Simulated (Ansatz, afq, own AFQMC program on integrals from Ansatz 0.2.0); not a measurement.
# Where AFQMC and coupled cluster stand for NH4⁺, singlet

```yaml
atoms:
  - { symbol: N, position_ang: [0.0081, -0.0081, 0.0082] }
  - { symbol: H, position_ang: [0.5985, 0.5842, 0.5984] }
  - { symbol: H, position_ang: [-0.5848, -0.5964, 0.5999] }
  - { symbol: H, position_ang: [-0.7261, 0.7269, -0.7326] }
  - { symbol: H, position_ang: [0.5997, -0.6018, -0.5794] }
```

Basis 6-31G. Only valence electrons are correlated. Ansatz 0.2.0 and our own AFQMC program on the same integrals; the CISD trial comes from CCSD amplitudes, and released means the phaseless constraint is let go. Free projection: walkers drawn from exp(T), propagated without any constraint. Its projection time is finite, and what remains of the start isn't in its error. ± is one standard error of the sampling.

Determinant: RHF, the one that the program's search chose, which needn't be the lowest solution. The geometry is a point of a scan.

Full CI on the same integrals is exact in this basis and with this determinant's frozen core.

* T1 diagnostic: 0.0087
* weight of the determinant in the CISD state: 0.943
* size of the correlated space: 8 electrons in 16 orbitals

| level | correlation energy (eV) |
| --- | --- |
| MP2 | -3.3924 |
| CCSD | -3.8297 |
| CCSD(T) | -3.8748 |

(1) Estimate where AFQMC with the constraint released lies against CCSD(T) on the same integrals.

(1) 0.32 ± 0.03 kcal/mol below CCSD(T).

Reference: full CI, correlation energy -3.888 eV. The released energy is read at 2.40 1/Eh (meV from the phaseless value at times in 1/Eh: -0.7 ± 1.8 at 0.24, -0.1 ± 1.3 at 0.51, -3.2 ± 1.0 at 0.99, -7.2 ± 1.4 at 1.62, -4.9 ± 1.1 at 2.40).

```csv
level,E − E(reference) (kcal/mol),share of correlation (%)
CCSD(T),0.30,99.67
CCSDT,0.21,99.76
CCSDT(Q),0.00,100.00
CCSDTQ,0.01,99.99
ph-AFQMC/HF,0.11 ± 0.53,99.87
ph-AFQMC/CISD,0.09 ± 0.04,99.90
released AFQMC,-0.02 ± 0.03,100.03
free AFQMC,0.00 ± 0.04,100.00
```

CCSDT and higher add their correlation energy to the determinant of the CCSD(T) run, since their own runs factorise the integrals more tightly (a shift of under 2 meV). Free projections are given only where their last times agree within the noise and don't stop above the reference; a slow remainder of the start can still hide under it. A walk keeps the symmetry of its determinant, which the program's search chose and which needn't be the lowest solution, so a lower state of the same spin and another symmetry isn't excluded. Released energies are given only where the last usable release times agree within the noise; a slower fall can still hide under it.
